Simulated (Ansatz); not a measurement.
Calculated with Ansatz (gas phase, PBE0-D4/def2-TZVP geometries, no zero-point term in ΔE). CBS: MP2 limit from def2 TZ/QZ plus the TZ coupled-cluster correction, frozen cores. This one scheme is used for every species. DFT in def2-TZVPP. Triplets are unrestricted, without spin–orbit coupling. One conformer a species, not always the lowest.

`CN1CSC1O` → `[CH2]` (triplet) + `OC1NCS1`  (formal loss of a carbene)

`CN1CSC1O`:

Cartesian coordinates in Å:
```
C 0.327 -1.443 0.224
N 0.334 -0.049 -0.146
C -0.305 0.330 -1.395
S -0.879 1.909 -0.693
C -0.319 0.883 0.743
O 0.490 1.463 1.685
H 0.925 -2.017 -0.486
H -0.687 -1.873 0.253
H 0.781 -1.554 1.211
H -1.150 -0.314 -1.670
H 0.378 0.424 -2.242
H -1.177 0.475 1.292
H 1.281 1.767 1.223
```

`[CH2]` (triplet):

Cartesian coordinates in Å:
```
C -0.059 0.094 0.253
H -0.677 -0.743 -0.034
H 0.736 0.650 -0.219
```

`OC1NCS1`:

Z-matrix (Å, degrees):
```
C
N 1 1.433
O 1 1.381 2 111.5
S 1 1.858 2 91.1 3 120.9
H 1 1.099 2 115.6 3 -126.5
C 2 1.456 1 100.4 3 -134.0
H 2 1.011 1 115.8 3 99.3
H 3 0.962 1 109.0 2 -160.9
H 6 1.094 2 114.9 1 -101.4
H 6 1.092 2 113.9 1 130.8
```

```tsv
level	ΔE (kJ/mol)
PBE0-D4	441.2
ωB97X-V	455.4
ωB97M-V	445.9
B2PLYP	434.2
MP2/def2-TZVPP	449.3
HF/def2-QZVPP	295.0
HF/CBS(def2)	295.0
CCSD/CBS(def2)	431.3
```

Question: What does CCSD(T)/CBS give? (Best estimate.)

Answer: The calculation gave: +443.8 kJ/mol. The listed levels differ from it by -2.6, 11.6, 2.1, -9.6, 5.5, -148.8, -148.8, -12.5 kJ/mol.

Largest T1 diagnostic among the species: 0.012.

The D4 term adds +13.0 kJ/mol with B3LYP and +7.2 kJ/mol with PBE0; it sums over pairs of atoms, weighted by their polarisabilities, and B3LYP, whose exchange is more repulsive, gets the larger term. In def2-TZVPP, CCSD(T) changes the Hartree–Fock value by +139.7 kJ/mol (the triples alone add +12.6 kJ/mol) and MP2 by +153.9 kJ/mol. From PBE to PBE0 (25 % exact exchange), in def2-TZVPP and without D4, ΔE moves by −7.9 kJ/mol.

B3LYP here is the variant with VWN-RPA as its local correlation; programs differ in this.
